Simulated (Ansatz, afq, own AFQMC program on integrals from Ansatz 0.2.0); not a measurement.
Integrals from Ansatz 0.2.0, then the random walk in our own AFQMC program (afq).

```yaml
crystal:
  periodic: [false, false, false]
  atoms:
    - {symbol: Si, position_ang: [0.000000, -0.549460, 1.487726]}
    - {symbol: Al, position_ang: [0.000000, -0.422103, -2.704340]}
    - {symbol: H, position_ang: [0.000000, 0.971563, 1.216615]}
basis:
  gaussian: {orbitals: 6-31G}
magnetization: {spin_polarized: false}
correlation: {method: ccsd_t, electrons: outside_noble_gas, hamiltonian_folder: ham}
```

```sh
$ ansatz run in.yaml --threads 1 --pin off --events-out ev --progress --plain --max-ram 24576MiB --backend cuda --devices 0, --max-vram 18GiB
```

Options of the walk:

```
--method free --trial cid --walkers 200 --time-step 0.05 --max-blocks 120 --target-error 0.00136 --factor-cut 1e-05 --seed 4479 --times 0,0.05,0.1,0.15 --taylor-order 10
```

Times are imaginary, in 1/Eh. The walk had a cap of 60 s.

```
orbitals 18  electrons 4 4  factors 96 of 310
reference energy -531.21551173 Eh
CCSD correlation -0.11605999 Eh in 19 cycles, weight of the determinant in the CISD state 0.7673
repeat  energy at the last time / Eh  error
    10  -531.331499  0.000452
    20  -531.331820  0.000328
    30  -531.331978  0.000248
time / (1/Eh)  energy / Eh  error  mean overlap
  0.00  -531.331478  0.000250  1.2947
  0.05  -531.331688  0.000262  1.2956
  0.10  -531.331906  0.000266  1.2960
  0.15  -531.332004  0.000241  1.2967
energy -531.332004 +/- 0.000241 Eh
```

The run passed its tests (error under three times the target), which doesn't prove that it has relaxed.

Against this walk (error 6.6 meV) on the same determinant: CCSD(T) 58.6 meV lower, CCSDT(Q) 79.3 meV lower, CCSDTQ 82.4 meV lower, full CI 82.7 meV lower. The error is statistical, and a free projection of finite length keeps a remainder of its start.

A setting was made bad on purpose (projection too short), so the walk's energy isn't to be trusted.

Cautions: remainder of the start not in the error; higher spins were not checked; restricted determinant unstable towards unrestricted (UHF 1.01 eV lower, ⟨S²⟩ 1.02); strong correlation (T1 0.037, weight of the determinant 0.77, largest double 0.40); the CCSD(T) amplitudes may be one of several solutions (largest double 0.40); the CCSDT(Q) amplitudes may be one of several solutions (largest double 0.43); the CCSDTQ amplitudes may be one of several solutions (largest double 0.43); CCSDTQ on the UHF determinant differs (36 meV lower), perhaps since the unrestricted series falls towards higher spin; the time-step error isn't removed.

CCSDT and higher add their correlation energy to the determinant of the CCSD(T) run, since their own runs factorise the integrals more tightly (a shift of under 2 meV). A walk keeps the symmetry of its determinant, which the program's search chose and which needn't be the lowest solution, so a lower state of the same spin and another symmetry isn't excluded.
